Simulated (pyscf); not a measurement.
## Four-centre exchange: `[BH3]` + `[ClH]` → `[BH2][Cl]` + `[H][H]`

Gas phase, singlet surface, charge 0. Bonds broken: B1–H4, Cl5–H6. Bonds formed: B1–Cl5, H4–H6. Optimised with ωB97X-D3(BJ)/def2-SVP in PySCF.

Transition state (Å):

```xyz
6

B     -1.1981    -0.4268     0.2183
H     -1.5048    -0.1011     1.3322
H     -0.8485    -1.5254    -0.1157
H     -1.9934     0.0789    -0.6396
Cl     0.3920     0.8632    -0.3302
H     -0.9947     0.6672    -0.7657
```

One imaginary mode, 800i cm⁻¹; descent along it reached the two sides named, in the forms told below.

| bond | change | reactant side (Å) | saddle | product side |
|---|---|---|---|---|
| B1–H4 | breaks | 1.211 | 1.274 | 2.9 |
| Cl5–H6 | breaks | 1.286 | 1.467 | 3.3 |
| B1–Cl5 | forms | 2.467 | 2.120 | 1.745 |
| H4–H6 | forms | 2.7 | 1.166 | 0.760 |

Electronic energies relative to the separated reactants (kcal/mol):

```csv
level,barrier,reaction energy,reverse barrier
ωB97X-D3(BJ)/def2-TZVP,5.6,-20.4,26.0
PBE/def2-TZVP,-3.6,-22.3,18.6
r²SCAN/def2-TZVP,-0.9,-22.2,21.3
B3LYP-D3(BJ)/def2-TZVP,4.9,-20.5,25.4
PBE0-D3(BJ)/def2-TZVP,-0.4,-21.0,20.6
M06-2X/def2-TZVP,5.2,-21.5,26.7
ωB97M-D3(BJ)/def2-TZVP,5.2,-20.0,25.2
HF/def2-TZVP,26.1,-15.2,41.3
```

With ωB97M-D3(BJ)/def2-TZVP energies and thermal terms (ideal gas, 1 atm, RRHO with modes under 100 cm⁻¹ raised to 100, one conformer, R ln 2 for chiral ones without a mode under 150 cm⁻¹), in kcal/mol:

| T (K) | ΔH‡ | ΔG‡ | ΔH | ΔG |
|---|---|---|---|---|
| 298 | 5.7 | 14.6 | -21.1 | -20.3 |
| 600 | 5.1 | 23.9 | -20.6 | -19.7 |
| 900 | 5.2 | 33.3 | -20.2 | -19.4 |
| 1200 | 5.5 | 42.6 | -19.9 | -19.2 |

On the reactant side the descent ends in a complex, 4.8 kcal/mol under the separated species and 10.4 kcal/mol under the saddle at ωB97X-D3(BJ)/def2-TZVP. At PBE, r²SCAN, PBE0-D3(BJ) the saddle lies under the separated reactants, which points to a path from their complex (located at ωB97X-D3(BJ) alone). One saddle was located; it need not be the lowest between these sides.
